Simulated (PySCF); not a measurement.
# Gas-phase XPS of `[O+]#CCF`, computed

Species: C2H2FO (charge +1).
SMILES with atom numbers: `[O+:1]#[C:2][CH2:3][F:4]`

Method used: delta-SCF UKS SCAN, pcX-2 on the ionised atom, pcseg-1 elsewhere, spin-free X2C in PySCF 2.14.0. Vertical ΔSCF values, vacuum level as zero.

What binding energy does each computed site have?

| atom(s) | bonded to | level | binding energy (eV) | above the level's lowest (eV) | count |
| --- | --- | --- | --- | --- | --- |
| O1 | C (triple bond) | O 1s | 550.34 | 0.00 | 1 |
| C2 | O (triple bond) and C | C 1s | 304.76 | +1.97 | 1 |
| C3 | F, C and 2 H | C 1s | 302.79 | 0.00 | 1 |
| F4 | C | F 1s | 700.55 | 0.00 | 1 |

The listed C 1s values span 1.97 eV, from C3 (bonded to F, C and 2 H) to C2 (bonded to O (triple bond) and C). Summing the Pauling electronegativity differences to the bonded atoms, each weighted by its formal bond order, gives +0.73 for the lowest site and +2.67 for the highest.

Give the binding energy of C 1s of C3 in hartree and in kJ/mol.

302.79 eV = 11.1273 Eh = 29215 kJ/mol.

The species carries charge +1, so core ionisation leaves charge +2. Isolated species at its PBE0-D3(BJ)/def2-SVP geometry, gas phase.

On one thread, Arm Neoverse V2, on a shared host, this took 10 s wall.
